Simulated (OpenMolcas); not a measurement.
# A ladder of methods for C2H6Si (vinylsilane)

C2H6Si: 9 atoms, total charge 0, spin state singlet. SMILES: `C=C[SiH3]`. The coordinates come from a PBE0-D4/def2-TZVP relaxation.

Quantity: the dipole moment, in D. The values are calculated.

| level | kind | program | value (D) | CPU time |
| --- | --- | --- | --- | --- |
| HF/6-311+G** | Hartree–Fock | OpenMolcas | 0.73 | 13 s |
| SVWN5/6-311+G** | LDA | OpenMolcas | 0.64 | 31 s |
| PBE/6-311+G** | GGA | OpenMolcas | 0.68 | 47 s |
| TPSS/6-311+G** | meta-GGA | OpenMolcas | 0.68 | 57 s |
| r2SCAN/6-311+G** | meta-GGA | OpenMolcas | 0.69 | 52 s |
| B3LYP/6-311+G** | global hybrid | OpenMolcas | 0.67 | 39 s |
| M06-2X/6-311+G** | hybrid meta-GGA | OpenMolcas | 0.59 | 46 s |
| PBE0/6-311+G** | global hybrid | OpenMolcas | 0.69 | 42 s |

The values span 0.59 to 0.73 D. Magnitudes only. CPU times are rough (shared hosts, several kinds of processor and program).
